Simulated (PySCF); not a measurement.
```xyz
4
charge 0 multiplicity 1, angstrom
Si   -0.0044    0.0000    0.1041
N     0.0270    0.0000    1.6624
O    -0.0692    0.0000   -1.5110
H     0.7359    0.0000   -2.0372
```

All numbers come from PBE0/[Si def2-TZVP, N def2-TZVP, O def2-TZVP, H def2-TZVP], no relativity, density fitting, PySCF.

This geometry of SiN(OH) is a stationary point at this level.

**Question.** What is the point group?

**Answer.** Cs.

**Question.** Is it a minimum?

**Answer.** Yes: all harmonic wavenumbers are real.

**Question.** List the harmonic modes with their infrared intensities.

**Answer.** 
```
symmetry  ω (cm⁻¹)  IR (km/mol)
      a'       141          9.9
     a''       163         16.9
      a'       700          181
      a'       848         14.8
      a'      1319         39.2
      a'      3878          213
```

**Question.** Give the atomic charges and bond orders.

**Answer.** 
| atom | Mulliken | Löwdin | polar tensor | Mayer order to Si1 |
| --- | --- | --- | --- | --- |
| Si1 | 0.48 | 0.19 | 0.61 | – |
| N2 | -0.38 | -0.31 | -0.35 | 2.98 |
| O3 | -0.45 | -0.07 | -0.63 | 1.21 |
| H4 | 0.36 | 0.20 | 0.36 | 0.03 |
Other Mayer orders above 0.3: O–H 0.85.

Only a few start shapes were tried, so a lower isomer may exist.
